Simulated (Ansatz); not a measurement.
Ansatz (a first-principles code) input (HF/6-31G*):

Ansatz 0.2 input:
```yaml
crystal:
  periodic: [false, false, false]
  atoms:
    - {symbol: C, position_ang: [0.95444963, -0.53618238, 0.04253241]}
    - {symbol: C, position_ang: [2.45493005, -0.19977728, 0.03288485]}
    - {symbol: C, position_ang: [0.19931107, 0.78384572, 0.15286994]}
    - {symbol: H, position_ang: [0.74743429, -1.16023303, 0.90876779]}
    - {symbol: H, position_ang: [0.72796004, -1.14267391, -0.83776418]}
    - {symbol: H, position_ang: [3.06706624, -1.10078843, 0.00720184]}
    - {symbol: Cl, position_ang: [-1.87177504, 0.06721313, -0.03928658]}
    - {symbol: H, position_ang: [2.71959358, 0.39827500, -0.83777038]}
    - {symbol: H, position_ang: [2.72576204, 0.37197913, 0.91553871]}
    - {symbol: H, position_ang: [0.18021480, 1.20350157, -0.85782522]}
basis:
  gaussian:
    orbitals: 6-31G*
hamiltonian:
  xc: {name: HF}
total_charge: -1
phonons: {temperatures: {t_min: 298.15, t_max: 298.15, t_step: 100}}
```

### Question
Which harmonic wavenumbers does it give?

### Answer
114, 156, 218, 246, 461, 871, 941, 1026, 1060, 1105, 1188, 1356, 1401, 1449, 1534, 1637, 1646, 1665, 3104, 3137, 3169, 3193, 3215, 3248 cm⁻¹ (unscaled; negative means imaginary).
